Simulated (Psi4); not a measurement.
**[NH3]+ (SMILES [NH3+]) at UMP3/cc-pVTZ**

Aim: the energy change on altering one bond length of [NH3]+ at UMP3/cc-pVTZ, from 2 runs. 

The calculation is run with Psi4 1.11.

1 further run of the same task is left out (set aside as unsound or not needed).

## 1. The molecule

[NH3]+: 4 atoms, total charge +1, spin state doublet. SMILES: `[NH3+]`. The coordinates come from a GFN2-xTB relaxation.

Bond lengths: N1–H2 1.028 Å, N1–H3 1.028 Å, N1–H4 1.028 Å. Angles: H2–N1–H3 120.0°, H2–N1–H4 120.0°, H3–N1–H4 120.0°.

## 2. A single-point energy at UMP3/cc-pVTZ

h3n.dat

```
memory 1600 mb

molecule m {
  1 2
  N      0.000140    -0.000820    -0.000330
  H      0.510700    -0.238750     0.859300
  H     -0.995460    -0.239520    -0.089810
  H      0.484620     0.479080    -0.769160
  symmetry c1
}

set reference uhf
set puream true
set e_convergence 1e-09
set d_convergence 1e-08
set scf_type pk
set num_frozen_docc 1
set maxiter 200
set mp_type conv

e_tot, wfn = energy('mp3/cc-pVTZ', return_wfn=True)
```

Started as:

```bash
$ psi4 -i h3n.dat -o h3n.out -n 1
```

h3n.out:

```text
[...]
  Running in c1 symmetry.
[...]
  Nuclear repulsion =   11.704920460444230
[...]
  Multiplicity = 2
[...]
  Nalpha       = 5
  Nbeta        = 4
[...]
    Number of basis functions: 72
[...]
   @UHF iter   1:   -55.86788046808744   -2.47318e-01   3.02595e-03 ADIIS/DIIS
[...]
   @UHF iter  10:   -55.90291702321085   -4.66827e-12   6.41694e-09 DIIS
[...]
   @S^2 Observed:                7.613432861E-01
[...]
    Orbital Energies [Eh]
    ---------------------
    Alpha Occupied:
       1A    -16.007844     2A     -1.582236     3A     -1.055939
       4A     -1.055867     5A     -0.919577
    Alpha Virtual:
       6A     -0.124352     7A     -0.037271     8A     -0.037262
       9A      0.168345    10A      0.168429    11A      0.223908
      12A      0.273858    13A      0.396879    14A      0.396899
      15A      0.404475    16A      0.474743    17A      0.474831
      18A      0.756463    19A      0.886681    20A      0.886852
      21A      0.889117    22A      1.044493    23A      1.238015
      24A      1.238111    25A      1.242238    26A      1.242376
[...]
  @UHF Final Energy:   -55.90291702321085
   => Energetics <=
    Nuclear Repulsion Energy =             11.7049204604442298
    One-Electron Energy =                 -95.1133222572721309
    Two-Electron Energy =                  27.5054847736170522
    Total Energy =                        -55.9029170232108470
  UHF NO Occupations:
  HONO-2 :    3  A 1.9989590
  HONO-1 :    4  A 1.9964037
[...]
 Multipole Moments:
 ------------------------------------------------------------------------------------
     Multipole            Electronic (a.u.)      Nuclear  (a.u.)        Total (a.u.)
 ------------------------------------------------------------------------------------
 L = 1.  Multiply by 2.5417464519 to convert [e a0] to [Debye]
 Dipole X            :          0.0001290           -0.0004319           -0.0003029
 Dipole Y            :         -0.0009492            0.0025217            0.0015726
 Dipole Z            :         -0.0003508            0.0010179            0.0006672
 Magnitude           :                                                    0.0017349
[...]
	SCS-MP2 Total Energy (a.u.)        :   -56.08560640875766
	SOS-MP2 Total Energy (a.u.)        :   -56.08753456422070
[...]
	SOS-PI-MP2 Total Energy (a.u.)     :   -56.10173591352915
[...]
	MP2 Total Energy (a.u.)            :   -56.08175009783159
[...]
	SCS-MP3 Total Energy (a.u.)        :   -56.08970844862613
[...]
	MP3 Total Energy (a.u.)            :   -56.09815825730546
[...]
```

Wall time 5.1 s (1 thread of Intel Xeon 6975P-C (Granite Rapids), shared host); peak memory 0.52 GiB.

## 3. The distorted shape

calc.in

```
memory 1600 MB

molecule m {
  1 2
  N     -0.145212    -0.144798     0.230332
  H      0.365348    -0.382728     1.089962
  H     -1.140812    -0.383498     0.140852
  H      0.484620     0.479080    -0.769160
  symmetry c1
}

set {
  basis cc-pVTZ
  reference uhf
  puream true
  e_convergence 1e-09
  d_convergence 1e-08
  scf_type pk
  num_frozen_docc 1
  maxiter 200
  mp_type conv
}

energy_value = energy('mp3')
```

Started as:

```bash
$ psi4 calc.in calc.out -n 1
```

calc.out:

```text
[...]
  Running in c1 symmetry.
[...]
  Nuclear repulsion =   10.794064616452232
[...]
  Multiplicity = 2
[...]
  Nalpha       = 5
  Nbeta        = 4
[...]
    Number of basis functions: 72
[...]
   @UHF iter   1:   -55.81917722759468   -3.64925e-01   2.86683e-03 ADIIS/DIIS
[...]
   @UHF iter  12:   -55.85381208926644   -7.07701e-12   6.27958e-09 DIIS
[...]
   @S^2 Observed:                7.754328819E-01
[...]
    Orbital Energies [Eh]
    ---------------------
    Alpha Occupied:
       1A    -16.004599     2A     -1.538413     3A     -1.037716
       4A     -0.955719     5A     -0.899276
    Alpha Virtual:
       6A     -0.165666     7A     -0.067103     8A     -0.027831
       9A      0.148331    10A      0.173819    11A      0.211765
      12A      0.282505    13A      0.379770    14A      0.411829
      15A      0.464440    16A      0.465665    17A      0.488545
      18A      0.694468    19A      0.795373    20A      0.845779
      21A      0.893604    22A      1.004139    23A      1.192836
      24A      1.195291    25A      1.200789    26A      1.262452
[...]
  @UHF Final Energy:   -55.85381208926644
   => Energetics <=
    Nuclear Repulsion Energy =             10.7940646164522320
    One-Electron Energy =                 -93.5692690643307685
    Two-Electron Energy =                  26.9213923586120956
    Total Energy =                        -55.8538120892664409
  UHF NO Occupations:
  HONO-2 :    3  A 1.9974178
  HONO-1 :    4  A 1.9910023
[...]
 Multipole Moments:
 ------------------------------------------------------------------------------------
     Multipole            Electronic (a.u.)      Nuclear  (a.u.)        Total (a.u.)
 ------------------------------------------------------------------------------------
 L = 1.  Multiply by 2.5417464519 to convert [e a0] to [Debye]
 Dipole X            :          0.0237988            0.1116594            0.1354582
 Dipole Y            :          0.0224963            0.1135534            0.1360497
 Dipole Z            :         -0.0378881           -0.1768619           -0.2147500
 Magnitude           :                                                    0.2880556
[...]
	SCS-MP2 Total Energy (a.u.)        :   -56.04105031439226
	SOS-MP2 Total Energy (a.u.)        :   -56.04295169260964
[...]
	SOS-PI-MP2 Total Energy (a.u.)     :   -56.05750089286681
[...]
	MP2 Total Energy (a.u.)            :   -56.03724755795746
[...]
	SCS-MP3 Total Energy (a.u.)        :   -56.04516959002373
[...]
	MP3 Total Energy (a.u.)            :   -56.05372466048333
[...]
```

Run time: 5.1 s. Hardware: 1 thread of Intel Xeon 6975P-C (Granite Rapids), shared host; peak memory 0.52 GiB.

## 4. Results

Level: UMP3/cc-pVTZ, 1 core orbital frozen.

| quantity | value |
| --- | --- |
| first shape: total energy | -56.09816 Eh |
| first shape: HOMO energy (Hartree–Fock orbitals) (highest over α and β) | -25.02 eV |
| first shape: LUMO energy (Hartree–Fock orbitals) (lowest over α and β) | -6.47 eV |
| first shape: correlation energy (1 core orbital frozen) | -195.2 mEh |
| first shape: ⟨S²⟩ of the reference determinant | 0.761 |
| distorted shape: total energy | -56.05372 Eh |
| distorted shape: HOMO energy (Hartree–Fock orbitals) (highest over α and β) | -24.47 eV |
| distorted shape: LUMO energy (Hartree–Fock orbitals) (lowest over α and β) | -5.90 eV |
| distorted shape: correlation energy (1 core orbital frozen) | -199.9 mEh |
| distorted shape: ⟨S²⟩ of the reference determinant | 0.775 |
| energy change with the N1–H4 bond stretched from 1.028 to 1.336 Å | 1.209 eV |

**Reading.** With the N1–H4 bond stretched from 1.028 to 1.336 Å the energy rises by 1.21 eV (28 kcal/mol). The first shape isn't relaxed at this level, so the change isn't measured from a minimum.
